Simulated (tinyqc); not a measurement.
Coupled-perturbed Hartree-Fock on RHF in the sto-3g basis, for H2O, spin multiplicity 1, step by step. Computed by tinyqc, a small Python program that keeps every step (integrals from PySCF). Settings: charge = 0, multiplicity = 1, basis = sto-3g, method = RHF, energy threshold = 1e-10, iteration cap = 69, orthogonalisation = symmetric, start = atomic densities, DIIS depth = 6. Command: `OMP_NUM_THREADS=1 python tinyqc.py 24385 24386 out.jsonl` (the two numbers bound the seeds that draw the settings). One thread of a shared host (Intel(R) Xeon(R) Processor @ 2.60GHz), about 0.2 s of CPU time with the checks. The early iterations of the SCF are left out here.

## One-electron integrals

Geometry (angstrom):
```
atom        x         y        z
O     0.00000   0.00000  0.00000
H     0.00000   0.79900  0.63000
H     0.00000  -0.79900  0.63000
```

Basis sto-3g: exponents (1/bohr^2) and contraction coefficients of normalised primitives:
```
element  l (shell)   exponent  coefficient
O            s (1)  130.70932      0.15433
O            s (1)   23.80886      0.53533
O            s (1)    6.44361      0.44463
O            s (2)    5.03315     -0.09997
O            s (2)    1.16960      0.39951
O            s (2)    0.38039      0.70012
O            p (3)    5.03315      0.15592
O            p (3)    1.16960      0.60768
O            p (3)    0.38039      0.39196
H            s (1)    3.42525      0.15433
H            s (1)    0.62391      0.53533
H            s (1)    0.16886      0.44463
```

Overlap, kinetic and nuclear-attraction integrals over the contracted functions; the nuclear repulsion is the sum of Za Zb / Rab.

nuclear repulsion = 8.6523849 hartree

overlap S, lower triangle:
```
          1O 1s    1O 2s   1O 2px    1O 2py   1O 2pz    2H 1s    3H 1s
1O 1s   1.00000
1O 2s   0.23670  1.00000
1O 2px  0.00000  0.00000  1.00000
1O 2py  0.00000  0.00000  0.00000   1.00000
1O 2pz  0.00000  0.00000  0.00000   0.00000  1.00000
2H 1s   0.04676  0.43610  0.00000   0.29195  0.23020  1.00000
3H 1s   0.04676  0.43610  0.00000  -0.29195  0.23020  0.22274  1.00000
```

kinetic energy T (hartree), lower triangle:
```
           1O 1s    1O 2s   1O 2px    1O 2py   1O 2pz    2H 1s    3H 1s
1O 1s   29.00320
1O 2s   -0.16801  0.80813
1O 2px   0.00000  0.00000  2.52873
1O 2py   0.00000  0.00000  0.00000   2.52873
1O 2pz   0.00000  0.00000  0.00000   0.00000  2.52873
2H 1s   -0.00596  0.10157  0.00000   0.18846  0.14860  0.76003
3H 1s   -0.00596  0.10157  0.00000  -0.18846  0.14860  0.00256  0.76003
```

nuclear attraction V (hartree), lower triangle:
```
            1O 1s      1O 2s    1O 2px     1O 2py     1O 2pz     2H 1s     3H 1s
1O 1s   -61.65861
1O 2s    -7.42929  -10.08271
1O 2px    0.00000    0.00000  -9.93697
1O 2py    0.00000    0.00000   0.00000  -10.07097
1O 2pz   -0.01701   -0.20404   0.00000    0.00000  -10.02028
2H 1s    -1.50699   -3.47061   0.00000   -2.05729   -1.68438  -5.59814
3H 1s    -1.50699   -3.47061   0.00000    2.05729   -1.68438  -1.37434  -5.59814
```

core Hamiltonian H = T + V (hartree), lower triangle:
```
            1O 1s     1O 2s    1O 2px    1O 2py    1O 2pz     2H 1s     3H 1s
1O 1s   -32.65541
1O 2s    -7.59730  -9.27458
1O 2px    0.00000   0.00000  -7.40824
1O 2py    0.00000   0.00000   0.00000  -7.54224
1O 2pz   -0.01701  -0.20404   0.00000   0.00000  -7.49155
2H 1s    -1.51295  -3.36904   0.00000  -1.86883  -1.53579  -4.83811
3H 1s    -1.51295  -3.36904   0.00000   1.86883  -1.53579  -1.37178  -4.83811
```

## Two-electron integrals

Functions are numbered as in S; the eight-fold symmetry (ij|kl) = (ji|kl) = (kl|ij) leaves the list below.

Two-electron integrals (ij|kl) in chemists' order, unique and non-zero (hartree):
```
(11|11) 4.78507    (21|11) 0.74138    (21|21) 0.13687    (22|11) 1.11895
(22|21) 0.25663    (22|22) 0.81721    (31|31) 0.02448    (32|31) 0.03781
(32|32) 0.18052    (33|11) 1.11581    (33|21) 0.25668    (33|22) 0.81702
(33|33) 0.88016    (41|41) 0.02448    (42|41) 0.03781    (42|42) 0.18052
(43|43) 0.04744    (44|11) 1.11581    (44|21) 0.25668    (44|22) 0.81702
(44|33) 0.78527    (44|44) 0.88016    (51|51) 0.02448    (52|51) 0.03781
(52|52) 0.18052    (53|53) 0.04744    (54|54) 0.04744    (55|11) 1.11581
(55|21) 0.25668    (55|22) 0.81702    (55|33) 0.78527    (55|44) 0.78527
(55|55) 0.88016    (61|11) 0.14856    (61|21) 0.02720    (61|22) 0.05068
(61|33) 0.05058    (61|41) 0.00099    (61|42) 0.00185    (61|44) 0.05076
(61|51) 0.00078    (61|52) 0.00146    (61|54) 0.00015    (61|55) 0.05069
(61|61) 0.00548    (62|11) 0.36332    (62|21) 0.08438    (62|22) 0.29772
(62|33) 0.29265    (62|41) 0.00498    (62|42) 0.03810    (62|44) 0.30186
(62|51) 0.00392    (62|52) 0.03004    (62|54) 0.00726    (62|55) 0.29837
(62|61) 0.01710    (62|62) 0.13456    (63|31) 0.00881    (63|32) 0.05135
(63|43) 0.00791    (63|53) 0.00623    (63|63) 0.01912    (64|11) 0.20610
(64|21) 0.04848    (64|22) 0.18266    (64|33) 0.17438    (64|41) 0.01131
(64|42) 0.07347    (64|44) 0.19563    (64|51) 0.00197    (64|52) 0.01744
(64|54) 0.01052    (64|55) 0.17776    (64|61) 0.01026    (64|62) 0.10028
(64|64) 0.09300    (65|11) 0.16251    (65|21) 0.03823    (65|22) 0.14402
(65|33) 0.13750    (65|41) 0.00197    (65|42) 0.01744    (65|44) 0.14178
(65|51) 0.01036    (65|52) 0.06510    (65|54) 0.01129    (65|55) 0.15263
(65|61) 0.00809    (65|62) 0.07907    (65|64) 0.05825    (65|65) 0.06505
(66|11) 0.50460    (66|21) 0.11910    (66|22) 0.48207    (66|33) 0.46261
(66|41) 0.00906    (66|42) 0.09575    (66|44) 0.49823    (66|51) 0.00714
(66|52) 0.07550    (66|54) 0.02809    (66|55) 0.48476    (66|61) 0.02434
(66|62) 0.27487    (66|64) 0.23384    (66|65) 0.18438    (66|66) 0.77461
(71|11) 0.14856    (71|21) 0.02720    (71|22) 0.05068    (71|33) 0.05058
(71|41) -0.00099   (71|42) -0.00185   (71|44) 0.05076    (71|51) 0.00078
(71|52) 0.00146    (71|54) -0.00015   (71|55) 0.05069    (71|61) 0.00539
(71|62) 0.01656    (71|64) 0.00908    (71|65) 0.00784    (71|66) 0.02333
(71|71) 0.00548    (72|11) 0.36332    (72|21) 0.08438    (72|22) 0.29772
(72|33) 0.29265    (72|41) -0.00498   (72|42) -0.03810   (72|44) 0.30186
(72|51) 0.00392    (72|52) 0.03004    (72|54) -0.00726   (72|55) 0.29837
(72|61) 0.01656    (72|62) 0.10905    (72|64) 0.05605    (72|65) 0.06231
(72|66) 0.18266    (72|71) 0.01710    (72|72) 0.13456    (73|31) 0.00881
(73|32) 0.05135    (73|43) -0.00791   (73|53) 0.00623    (73|63) 0.01498
(73|73) 0.01912    (74|11) -0.20610   (74|21) -0.04848   (74|22) -0.18266
(74|33) -0.17438   (74|41) 0.01131    (74|42) 0.07347    (74|44) -0.19563
(74|51) -0.00197   (74|52) -0.01744   (74|54) 0.01052    (74|55) -0.17776
(74|61) -0.00908   (74|62) -0.05605   (74|64) -0.01430   (74|65) -0.03132
(74|66) -0.08347   (74|71) -0.01026   (74|72) -0.10028   (74|74) 0.09300
(75|11) 0.16251    (75|21) 0.03823    (75|22) 0.14402    (75|33) 0.13750
(75|41) -0.00197   (75|42) -0.01744   (75|44) 0.14178    (75|51) 0.01036
(75|52) 0.06510    (75|54) -0.01129   (75|55) 0.15263    (75|61) 0.00784
(75|62) 0.06231    (75|64) 0.03132    (75|65) 0.05005    (75|66) 0.11426
(75|71) 0.00809    (75|72) 0.07907    (75|74) -0.05825   (75|75) 0.06505
(76|11) 0.13638    (76|21) 0.03197    (76|22) 0.12241    (76|33) 0.11953
(76|44) 0.12192    (76|51) 0.00233    (76|52) 0.02121    (76|55) 0.12565
(76|61) 0.00641    (76|62) 0.05492    (76|64) 0.03537    (76|65) 0.03628
(76|66) 0.11618    (76|71) 0.00641    (76|72) 0.05492    (76|74) -0.03537
(76|75) 0.03628    (76|76) 0.02757    (77|11) 0.50460    (77|21) 0.11910
(77|22) 0.48207    (77|33) 0.46261    (77|41) -0.00906   (77|42) -0.09575
(77|44) 0.49823    (77|51) 0.00714    (77|52) 0.07550    (77|54) -0.02809
(77|55) 0.48476    (77|61) 0.02333    (77|62) 0.18266    (77|64) 0.08347
(77|65) 0.11426    (77|66) 0.32645    (77|71) 0.02434    (77|72) 0.27487
(77|74) -0.23384   (77|75) 0.18438    (77|76) 0.11618    (77|77) 0.77461
```

## Orthogonalisation

S = U s U^T; symmetric (Loewdin) form X = U s^(-1/2) U^T, so that X^T S X = 1.

eigenvalues of S: 0.38159  0.46099  0.88494  1.00000  1.09715  1.31627  1.85906

X, lower triangle:
```
           1O 1s     1O 2s   1O 2px    1O 2py    1O 2pz     2H 1s    3H 1s
1O 1s    1.02396
1O 2s   -0.14042   1.20393
1O 2px   0.00000   0.00000  1.00000
1O 2py   0.00000   0.00000  0.00000   1.09394
1O 2pz  -0.00912   0.09402  0.00000   0.00000   1.04857
2H 1s    0.02077  -0.26178  0.00000  -0.20522  -0.13571   1.17202
3H 1s    0.02077  -0.26178  0.00000   0.20522  -0.13571  -0.07849  1.17202
```

## Starting guess

The start is atomic minimal-basis densities projected into this basis (PySCF's MINAO start) and scaled to the electron count of each spin; this density is not idempotent, so its energy is not variational and may lie below the converged one.

D at the start, lower triangle:
```
           1O 1s     1O 2s   1O 2px    1O 2py   1O 2pz    2H 1s    3H 1s
1O 1s    2.14333
1O 2s   -0.48889   2.08524
1O 2px   0.00000   0.00000  1.30818
1O 2py   0.00000   0.00000  0.00000   1.16744
1O 2pz   0.01692  -0.08709  0.00000   0.00000  1.23513
2H 1s   -0.01654   0.04566  0.00000   0.11697  0.06101  0.99637
3H 1s   -0.01654   0.04566  0.00000  -0.11697  0.06101  0.06744  0.99637
```

## Iteration 8 (converged): orbitals

converged F (hartree), lower triangle:
```
            1O 1s     1O 2s    1O 2px    1O 2py    1O 2pz     2H 1s     3H 1s
1O 1s   -20.24254
1O 2s    -5.16320  -2.42915
1O 2px    0.00000   0.00000  -0.38908
1O 2py    0.00000   0.00000   0.00000  -0.27807
1O 2pz   -0.02774  -0.10315   0.00000   0.00000  -0.31727
2H 1s    -1.03700  -0.92449   0.00000  -0.37877  -0.35190  -0.50414
3H 1s    -1.03700  -0.92449   0.00000   0.37877  -0.35190  -0.32968  -0.50414
```

Diagonalise F' = X^T F X, C = X C', fill 5 alpha and 5 beta electrons from the bottom; D = 2 C_occ C_occ^T. Each column has its largest component positive (the first on a tie).

F' = X^T F X (hartree), lower triangle:
```
           1         2         3         4         5         6        7
1  -19.86501
2   -2.69173  -1.26638
3    0.00000   0.00000  -0.38908
4    0.00000   0.00000   0.00000  -0.00732
5   -0.05578   0.11172   0.00000   0.00000  -0.17131
6   -0.14304  -0.46725   0.00000  -0.44286  -0.32192   0.00231
7   -0.14304  -0.46725   0.00000   0.44286  -0.32192  -0.09028  0.00231
```

orbital energies (hartree): MO1 -20.25111, MO2 -1.24116, MO3 -0.58565, MO4 -0.44816, MO5 -0.38908, MO6 0.54976, MO7 0.67093

coefficients C:
```
             MO1       MO2       MO3       MO4      MO5       MO6       MO7
1O 1s    0.99427  -0.23526   0.00000   0.10017  0.00000  -0.12331   0.00000
1O 2s    0.02538   0.85571   0.00000  -0.51760  0.00000   0.78374   0.00000
1O 2px   0.00000   0.00000   0.00000   0.00000  1.00000   0.00000   0.00000
1O 2py   0.00000   0.00000   0.60680   0.00000  0.00000   0.00000   0.95537
1O 2pz   0.00382   0.11046   0.00000   0.76094  0.00000   0.74432   0.00000
2H 1s   -0.00533   0.15346   0.44911   0.30196  0.00000  -0.75532  -0.78886
3H 1s   -0.00533   0.15346  -0.44911   0.30196  0.00000  -0.75532   0.78886
```

D after iteration 8, lower triangle:
```
           1O 1s     1O 2s   1O 2px    1O 2py   1O 2pz     2H 1s    3H 1s
1O 1s    2.10791
1O 2s   -0.45588   2.00161
1O 2px   0.00000   0.00000  2.00000
1O 2py   0.00000   0.00000  0.00000   0.73641
1O 2pz   0.10807  -0.59849  0.00000   0.00000  1.18248
2H 1s   -0.02231  -0.05023  0.00000   0.54504  0.49341   0.63292
3H 1s   -0.02231  -0.05023  0.00000  -0.54504  0.49341  -0.17388  0.63292
```

## Convergence

Stop when the energy changes by less than 1e-10 hartree and every element of the error matrix X^T (F D S - S D F) X is below 3e-06.

Course of the cycle:
```
iteration  E (hartree)     change  largest element of the error matrix
1          -75.3557552          -                             1.19e+00
2          -74.9239676   4.32e-01                             1.91e-01
3          -74.9628783  -3.89e-02                             2.26e-02
4          -74.9634559  -5.78e-04                             4.48e-03
5          -74.9634830  -2.71e-05                             7.77e-05
6          -74.9634830  -1.62e-08                             3.00e-05
7          -74.9634830  -3.51e-09                             1.51e-07
8          -74.9634830    0.00000                             1.05e-10
```

PySCF RHF in the same basis = -74.9634830 hartree

Converged in 8 iterations.

## Populations, bond orders and dipole

Mulliken: Z minus the diagonal of D S on the atom; Loewdin: the same with S^(1/2) D S^(1/2); Mayer order: 2 sum_s sum (D(s) S)_ij (D(s) S)_ji over the two atoms.

Charges (e):
```
atom  Mulliken   Loewdin
1O    -0.31211  -0.22092
2H     0.15606   0.11046
3H     0.15606   0.11046
```

Mayer bond orders:
```
pair    order
2-1   0.96536
3-1   0.96536
3-2   0.01028
```

dipole moment about the origin, x y z (debye): 0.00000  0.00000  1.65078

## Integrals over molecular orbitals

(pq|rs) = sum C_ip C_jq C_kr C_ls (ij|kl), one index at a time.

one-electron integrals over orbitals h = C^T H C (hartree), lower triangle:
```
           1         2         3         4         5         6         7
1  -32.63823
2    0.56165  -7.61662
3    0.00000   0.00000  -6.21257
4   -0.22645   0.47904   0.00000  -6.82506
5    0.00000   0.00000   0.00000   0.00000  -7.40824
6    0.28320  -1.31601   0.00000  -1.18102   0.00000  -5.32835
7    0.00000   0.00000  -1.73078   0.00000   0.00000   0.00000  -5.56444
```

Two-electron integrals over orbitals (pq|rs), unique and non-zero (hartree):
```
(11|11) 4.74550    (21|11) -0.42119   (21|21) 0.05927    (22|11) 1.00929
(22|21) -0.01388   (22|22) 0.72458    (31|31) 0.01081    (32|31) 0.01732
(32|32) 0.13889    (33|11) 0.78388    (33|21) -0.00451   (33|22) 0.63274
(33|33) 0.61660    (41|11) 0.17804    (41|21) -0.02248   (41|22) 0.01460
(41|33) 0.00613    (41|41) 0.02642    (42|11) -0.13865   (42|21) 0.00881
(42|22) -0.00768   (42|33) 0.00576    (42|41) 0.01859    (42|42) 0.12718
(43|31) -0.00309   (43|32) 0.02365    (43|43) 0.05048    (44|11) 0.97355
(44|21) -0.01260   (44|22) 0.66998    (44|33) 0.58488    (44|41) -0.01026
(44|42) -0.10155   (44|44) 0.74952    (51|51) 0.02601    (52|51) 0.03274
(52|52) 0.14662    (53|53) 0.02776    (54|51) -0.01295   (54|52) -0.04627
(54|54) 0.05307    (55|11) 1.11535    (55|21) -0.01186   (55|22) 0.74941
(55|33) 0.61762    (55|41) 0.00498    (55|42) -0.07456   (55|44) 0.71385
(55|55) 0.88016    (61|11) -0.22119   (61|21) 0.03342    (61|22) -0.00121
(61|33) 0.00043    (61|41) 0.00083    (61|42) 0.02065    (61|44) -0.01794
(61|55) -0.00586   (61|61) 0.02908    (62|11) 0.29213    (62|21) -0.00640
(62|22) 0.13899    (62|33) 0.07217    (62|41) 0.01859    (62|42) 0.02477
(62|44) 0.07743    (62|55) 0.15213    (62|61) 0.00825    (62|62) 0.09918
(63|31) 0.00296    (63|32) -0.03874   (63|43) -0.03241   (63|63) 0.07230
(64|11) 0.24074    (64|21) -0.00282   (64|22) 0.10740    (64|33) 0.04555
(64|41) 0.00166    (64|42) -0.03994   (64|44) 0.12767    (64|55) 0.13021
(64|61) -0.00111   (64|62) 0.06111    (64|64) 0.08044    (65|51) 0.01465
(65|52) 0.05597    (65|54) 0.00126    (65|65) 0.03683    (66|11) 0.79564
(66|21) -0.00720   (66|22) 0.60631    (66|33) 0.56297    (66|41) 0.01988
(66|42) 0.05432    (66|44) 0.54788    (66|55) 0.58516    (66|61) 0.00876
(66|62) 0.09573    (66|64) 0.04783    (66|66) 0.59229    (71|31) 0.01486
(71|32) 0.02243    (71|43) -0.00437   (71|63) 0.00353    (71|71) 0.02046
(72|31) 0.01425    (72|32) 0.04608    (72|43) -0.03316   (72|63) 0.03342
(72|71) 0.01861    (72|72) 0.06437    (73|11) 0.36520    (73|21) -0.00725
(73|22) 0.14810    (73|33) 0.08939    (73|41) -0.00056   (73|42) -0.07785
(73|44) 0.15279    (73|55) 0.19484    (73|61) -0.00647   (73|62) 0.07364
(73|64) 0.08821    (73|66) 0.04056    (73|73) 0.15559    (74|31) -0.00911
(74|32) -0.07600   (74|43) -0.00427   (74|63) 0.04862    (74|71) -0.01240
(74|72) -0.01691   (74|74) 0.07013    (75|53) 0.02379    (75|75) 0.02462
(76|31) 0.00850    (76|32) 0.09354    (76|43) 0.05393    (76|63) -0.06500
(76|71) 0.01122    (76|72) -0.00782   (76|74) -0.05919   (76|76) 0.11398
(77|11) 0.85506    (77|21) -0.00913   (77|22) 0.61722    (77|33) 0.59892
(77|41) 0.00403    (77|42) -0.01585   (77|44) 0.59603    (77|55) 0.61805
(77|61) -0.00445   (77|62) 0.06586    (77|64) 0.04544    (77|66) 0.56015
(77|73) 0.09352    (77|77) 0.60963
```

## Response to a field: uncoupled start

dipole integrals <a|y|i> (bohr):
```
         i1        i2        i3        i4       i5
a6  0.00000   0.00000  -0.85966   0.00000  0.00000
a7  0.05541  -0.11484   0.00000  -0.71394  0.00000
```

Field along y; U_ai = -mu_ai / (e_a - e_i), alpha = -4 sum U_ai mu_ai.

uncoupled U:
```
          i1       i2       i3       i4       i5
a6   0.00000  0.00000  0.75714  0.00000  0.00000
a7  -0.00265  0.06006  0.00000  0.63797  0.00000
```

uncoupled polarisability = 4.45360 bohr^3

## Coupled step 1

U_ai = -(mu_ai + sum_bj [4 (ai|bj) - (ab|ij) - (aj|bi)] U_bj) / (e_a - e_i); alpha = -4 sum U_ai mu_ai.

U after step 1:
```
          i1       i2       i3       i4       i5
a6   0.00000  0.00000  0.96031  0.00000  0.00000
a7  -0.00212  0.09837  0.00000  0.82418  0.00000
```

polarisability = 5.70149 bohr^3

## Coupled step 2

As before.

U after step 2:
```
          i1       i2       i3       i4       i5
a6   0.00000  0.00000  1.01477  0.00000  0.00000
a7  -0.00197  0.11381  0.00000  0.88006  0.00000
```

polarisability = 6.05542 bohr^3

## Coupled polarisability

Repeat until U stops changing; compare with -d2E/dF2.

Course of the coupled iterations:
```
step  alpha (bohr^3)
0            4.45360
1            5.70149
2            6.05542
3            6.15679
4            6.18606
5            6.19458
6            6.19708
7            6.19782
8            6.19804
9            6.19811
10           6.19813
11           6.19813
12           6.19814
13           6.19814
14           6.19814
15           6.19814
16           6.19814
17           6.19814
```

coupled polarisability = 6.19814 bohr^3

finite-field check, fields of +/-0.001 au = 6.19813 bohr^3
